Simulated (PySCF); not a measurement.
A run for PySCF: R-M06-2X/def2-TZVPPD on H2O (SMILES O) with ghost functions.

```python
from pyscf import gto, dft

mol = gto.M(
    atom='''
    O     1.35062500    0.11146900    0.00000000
    H     1.68039800   -0.37374100   -0.75856100
    H     1.68039800   -0.37374100    0.75856100
    ghost-O   -1.55100700   -0.11452000    0.00000000
    ghost-H   -1.93425900    0.76250300    0.00000000
    ghost-H   -0.59967700    0.04071200    0.00000000
    ''',
    basis='def2-tzvppd',
    charge=0, spin=0, verbose=4, max_memory=1800)
mf = dft.RKS(mol, xc='m062x').density_fit(auxbasis='def2-universal-jkfit')
mf.grids.level = 4
mf.conv_tol = 1e-9
mf.max_cycle = 150
mf.kernel()
mf.dip_moment()
```

The log:

```
PySCF version 2.14.0

[INPUT] verbose = 4
[INPUT] num. atoms = 6
[INPUT] num. electrons = 10
[INPUT] charge = 0
[INPUT] spin (= nelec alpha-beta = 2S) = 0
[INPUT] symmetry False subgroup None
[INPUT] Mole.unit = angstrom
[INPUT] Symbol           X                Y                Z      unit          X                Y                Z       unit  Magmom
[INPUT]  1 O      1.350625000000   0.111469000000   0.000000000000 AA    2.552311346991   0.210645881379   0.000000000000 Bohr   0.0
[INPUT]  2 H      1.680398000000  -0.373741000000  -0.758561000000 AA    3.175492000267  -0.706268131521  -1.433472538776 Bohr   0.0
[INPUT]  3 H      1.680398000000  -0.373741000000   0.758561000000 AA    3.175492000267  -0.706268131521   1.433472538776 Bohr   0.0
[INPUT]  4 GHOST-O  -1.551007000000  -0.114520000000   0.000000000000 AA   -2.930978447283  -0.216411435785   0.000000000000 Bohr   0.0
[INPUT]  5 GHOST-H  -1.934259000000   0.762503000000   0.000000000000 AA   -3.655219763975   1.440921839159   0.000000000000 Bohr   0.0
[INPUT]  6 GHOST-H  -0.599677000000   0.040712000000   0.000000000000 AA   -1.133225293201   0.076934529983   0.000000000000 Bohr   0.0

nuclear repulsion = 9.17803894531506
number of shells = 56
number of NR pGTOs = 186
number of NR cGTOs = 148
basis = def2-tzvppd
ecp = {}


******** <class 'pyscf.df.df_jk.DFRKS'> ********
method = DFRKS
initial guess = minao
damping factor = 0
level_shift factor = 0
DIIS = <class 'pyscf.scf.diis.CDIIS'>
diis_start_cycle = 1
diis_space = 8
diis_damp = 0
SCF conv_tol = 1e-09
SCF conv_tol_grad = None
SCF max_cycles = 150
direct_scf = False
XC library pyscf.dft.libxc version 7.1.2
    S. Lehtola, C. Steigemann, M. J. T. Oliveira, and M. A. L. Marques,  SoftwareX 7, 1–5 (2018)
XC functionals = m062x
    Y. Zhao and D. G. Truhlar,  Theor. Chem. Acc. 120, 215 (2008)
    Y. Zhao and D. G. Truhlar,  Theor. Chem. Acc. 120, 215 (2008)
radial grids:
    Treutler-Ahlrichs [JCP 102, 346 (1995); DOI:10.1063/1.469408] (M4) radial grids

becke partition: Becke, JCP 88, 2547 (1988); DOI:10.1063/1.454033
pruning grids: <function nwchem_prune>
grids dens level: 4
symmetrized grids: False
atomic radii adjust function: <function treutler_atomic_radii_adjust>
small_rho_cutoff = 0
Set gradient conv threshold to 3.16228e-05
Initial guess from minao.
tot grids = 119352
******** <class 'pyscf.df.df.DF'> ********
auxbasis = def2-universal-jkfit
init E= -76.3257119222159
  HOMO = -0.453304161342913  LUMO = -0.0114930852108408  gap/eV = 12.02229
cycle= 1 E= -76.3719409614164  delta_E= -0.0462  |g|= 0.568  |ddm|= 0.878
  HOMO = -0.277863188120278  LUMO = 0.011199628497522  gap/eV = 7.86580
cycle= 2 E= -76.352201805294  delta_E= 0.0197  |g|= 0.687  |ddm|= 0.569
  HOMO = -0.407305134542021  LUMO = 0.00648150156425231  gap/eV = 11.25971
cycle= 3 E= -76.4310748637107  delta_E= -0.0789  |g|= 0.027  |ddm|= 0.274
  HOMO = -0.402940875894704  LUMO = 0.00842632956476663  gap/eV = 11.19387
cycle= 4 E= -76.4311916778018  delta_E= -0.000117  |g|= 0.00363  |ddm|= 0.0172
  HOMO = -0.403515403325965  LUMO = 0.00828253973163484  gap/eV = 11.20559
cycle= 5 E= -76.4311946439005  delta_E= -2.97e-06  |g|= 0.000496  |ddm|= 0.00291
  HOMO = -0.403551065280528  LUMO = 0.00828453950192554  gap/eV = 11.20662
cycle= 6 E= -76.4311947404625  delta_E= -9.66e-08  |g|= 6.86e-05  |ddm|= 0.000823
  HOMO = -0.403552490036034  LUMO = 0.0082862606019809  gap/eV = 11.20670
cycle= 7 E= -76.4311947435642  delta_E= -3.1e-09  |g|= 6.77e-06  |ddm|= 0.000187
  HOMO = -0.403553721006872  LUMO = 0.00828629119513735  gap/eV = 11.20674
cycle= 8 E= -76.4311947435953  delta_E= -3.11e-11  |g|= 8.96e-07  |ddm|= 1.13e-05
  HOMO = -0.403553729327129  LUMO = 0.00828630254235563  gap/eV = 11.20674
Extra cycle  E= -76.4311947435956  delta_E= -3.41e-13  |g|= 3.26e-07  |ddm|= 1.35e-06
converged SCF energy = -76.4311947435956
Dipole moment(X, Y, Z, Debye):  1.06353, -1.56621, -0.00000
```

The run converged.

Cost: about 9 core-seconds (a rough figure).
